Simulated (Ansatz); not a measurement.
Saddle point of CH₆SSi, closed shell (CH₄Si ([CH3][SiH]) + H₂S → CH₆SSi ([CH3][SiH2][SH]); bonds formed: Si1–H3; dative contacts that become bonds: Si1–S4; bonds broken: H3–S4), PBE0-D4/def2-TZVP structure:

```csv
atom,x (Å),y (Å),z (Å)
Si1,-0.7675,-0.3494,0.5331
C2,1.0162,-0.9343,0.2893
H3,-1.5429,0.2073,-0.9751
S4,-0.6904,1.3553,-1.4091
H5,-0.6277,0.7612,1.5458
H6,1.1289,-1.4961,-0.6407
H7,1.2466,-1.6246,1.1094
H8,1.7450,-0.1229,0.3124
H9,-1.5083,2.2033,-0.7651
```

Energies are electronic, without zero-point energy. Barriers and step energies count from the start structure reached by relaxing down the imaginary mode; all methods use the PBE0-D4 structures, on which another method's saddle can fall below an end. Computed with Ansatz 0.2.0 (basis: def2-TZVPP, with def2-QZVPP for the basis limit); correlated methods freeze the cores. B3LYP uses VWN-RPA correlation. Extrapolation: Hartree–Fock as exp(−7.88 √X), correlation as X^−2.97.

```
      method  barrier (kJ/mol)  step energy (kJ/mol)
       SPW92                 ?                -220.3
      PBE-D4              22.7                -220.7
     BLYP-D4              26.8                -219.1
   r2SCAN-D4                 ?                -243.8
      B97M-V              31.2                -238.3
     PBE0-D4              34.9                -235.9
    B3LYP-D4              36.2                -232.6
  r2SCAN0-D4              36.5                -249.7
    BHLYP-D4              50.9                -248.6
CAM-B3LYP-D4              45.0                -242.7
     wB97X-V                 ?                -248.6
     wB97M-V              48.0                -234.9
      B2PLYP              39.7                -242.2
    PBE-QIDH              43.4                -250.6
  RPA on PBE              43.3                -230.2
          HF              74.2                -266.5
         MP2              42.6                -251.6
        CCSD              51.4                -243.0
     CCSD(T)              44.4                -239.5
```

Q: Fill in the withheld barriers. (Judge from chemistry; the value comes from the calculation.)

A: Computed: SPW92 17.9; wB97X-V 49.3; r2SCAN-D4 25.7 kJ/mol. Each is the energy of the saddle less that of the start structure, by the same method.

For comparison, the barrier by CCSD(T) at an estimated basis limit (MP2 extrapolated from triple and quadruple zeta, plus CCSD(T) − MP2 in triple zeta) is 43.6 kJ/mol.

T1 diagnostic: at most 0.016. The restricted Hartree–Fock reference is unstable towards an unrestricted one at one or more of these structures.

Losses and insertions of silylenes and their heavier kin drive the gas-phase chemistry of silicon and germanium vapour deposition.

Labels in which every atom is bracketed show which atoms are joined, not bond orders.

For scale, one of the runs: CCSD(T)/def2-TZVPP, 199 basis functions, launched by `ansatz run in.yaml --threads 2 --pin off --events-out ev --progress --plain --max-ram 4352MiB`. The run took 37 s on 2 CPU threads of an Arm Neoverse V2 (shared host), with 2.2 GiB of host memory at its peak.
